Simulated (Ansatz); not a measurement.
Fluorite CeO₂, treated with PBEsol-D3(BJ) (Ansatz, a program for electronic structure, PAW).

Run with plane-wave cutoff 520 eV, 12×12×12 k mesh, Fermi–Dirac smearing 0.01 eV, no spin polarisation, scalar-relativistic PAW data made under PBE.

Cell (relaxed at this level):

```cif
data_Ce4O8
_chemical_formula_sum 'Ce4 O8'
_space_group_name_H-M_alt 'Fm-3m'
_space_group_IT_number 225
_space_group_name_Hall '-F 4 2 3'
_cell_length_a 5.36831
_cell_length_b 5.36831
_cell_length_c 5.36831
_cell_angle_alpha 90.000
_cell_angle_beta 90.000
_cell_angle_gamma 90.000
loop_
_atom_site_label
_atom_site_type_symbol
_atom_site_symmetry_multiplicity
_atom_site_Wyckoff_symbol
_atom_site_fract_x
_atom_site_fract_y
_atom_site_fract_z
_atom_site_occupancy
Ce1 Ce 4 a 0.00000 0.00000 0.00000 1
O1 O 8 c 0.25000 0.25000 0.25000 1
```
(The calculation used a cell of 3 atoms; values per cell refer to that cell.)

Q: Give the computed bulk modulus, band gap, direct gap at Γ, pressure derivative B′ of the bulk modulus and smallest direct gap on the k points sampled.

A: 
- bulk modulus = 200 GPa
- band gap = 2.04 eV
- direct gap at Γ = 3.06 eV
- pressure derivative B′ of the bulk modulus = 4.4
- smallest direct gap on the k points sampled = 2.13 eV

Measured, for comparison: band gap 3 eV (temperature not stated, no zero-point or thermal correction, O 2p to Ce 4f, our sources range from 3.00 to 3.20; as tabulated in Tran et al. (2019), arXiv:1908.01820); bulk modulus 220 ± 9 GPa (room temperature, no zero-point or thermal correction, our sources range from 220 to 230; as tabulated in High Pressure Brillouin Spectroscopy and X-ray Diffraction of Cerium Dioxide …). Computed (rounded) less measured: bulk modulus -9 % (-9 % to -13 % over the range).

Spin–orbit coupling is not included.

The computed numbers hold no vibrational or temperature effects.

The result took very roughly 60 core-seconds.
